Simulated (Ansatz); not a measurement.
## BH₂, SMILES [BH2]: vertical and adiabatic energies of changing the electron count

Computed with the Python package of Ansatz (0.2.0).

`adiabatic_bh2.py`:
```python
'''How BH2 relaxes after losing an electron.'''

import itertools

import ansatz as az
from ase.data import atomic_numbers, covalent_radii
import numpy as np

geometry_ang = [
    ('B', (0.26284, -0.16623, 0.12864)),
    ('H', (0.28002, 0.98532, 0.26098)),
    ('H', (-0.54286, -0.81909, -0.38963)),
]
geometry = az.Crystal.molecule()
for symbol, xyz in geometry_ang:
    geometry = geometry.atom(symbol, xyz)

base = (
    geometry.calculation()
    .basis(gaussian='6-31G*')
    .functional('b3lyp', dispersion='d3bj')
    .spin('collinear', total=1)
)
symbols = [site.symbol for site in geometry.cartesian_sites]
start = np.array([site.position_ang for site in geometry.cartesian_sites], dtype=float)
rep = base.relax(force_tolerance=0.01, max_steps=100).run(threads=1).report
end = np.array(rep['positions_ang'])

minimum = az.Crystal.molecule()
for symbol, place in zip(symbols, end):
    minimum = minimum.atom(symbol, place.tolist())
ion = (
    minimum.calculation()
    .basis(gaussian='6-31G*')
    .functional('b3lyp', dispersion='d3bj')
    .charge(1)  # electrons removed from the neutral system
)
vertical = ion.run(threads=1).report
settled = ion.relax(force_tolerance=0.01, max_steps=80).run(threads=1).report
print(f'vertical ionisation energy   {vertical["free_energy_ev"] - rep["free_energy_ev"]:.3f} eV')
print(f'adiabatic, no zero point     {settled["free_energy_ev"] - rep["free_energy_ev"]:.3f} eV')
print(f'relaxation energy of the ion {vertical["free_energy_ev"] - settled["free_energy_ev"]:.3f} eV')
ionised = np.array(settled['positions_ang'])
# pairs closer than 1.2 times the sum of covalent radii, before or after
radius = [covalent_radii[atomic_numbers[s]] for s in symbols]
span = lambda where, i, j: np.linalg.norm(where[i] - where[j])
bonded = [(i, j) for i, j in itertools.combinations(range(len(symbols)), 2) if min(span(end, i, j), span(ionised, i, j)) < 1.2 * (radius[i] + radius[j])]
print('pair        before    after (A)')
for i, j in bonded:
    print(f'{symbols[i]}{i}-{symbols[j]}{j}'.ljust(10), f'{span(end, i, j):8.4f} {span(ionised, i, j):8.4f}')
```

Output of `python adiabatic_bh2.py`:
```text
vertical ionisation energy   9.148 eV
adiabatic, no zero point     8.225 eV
relaxation energy of the ion 0.923 eV
pair        before    after (A)
B0-H1        1.1929   1.1777
B0-H2        1.1929   1.1777
```

Caveats:
- The energies are electronic: no zero-point or thermal terms, and the basis set is short of its limit. The product may relax into another structure. The relaxation finds the nearest minimum, so the adiabatic value is an upper bound.
- The species is open-shell (spin multiplicity 2).
- b3lyp holds the VWN-RPA fit, as in Gaussian; the form of ORCA and Turbomole is b3lyp5.
- Only the spin states typed were run; another state of an ion can lie lower, by up to an eV or two.
- Wall time of the script: 3.2 s on 1 thread of Arm Neoverse V2 (shared host), peak memory 0.16 GiB.
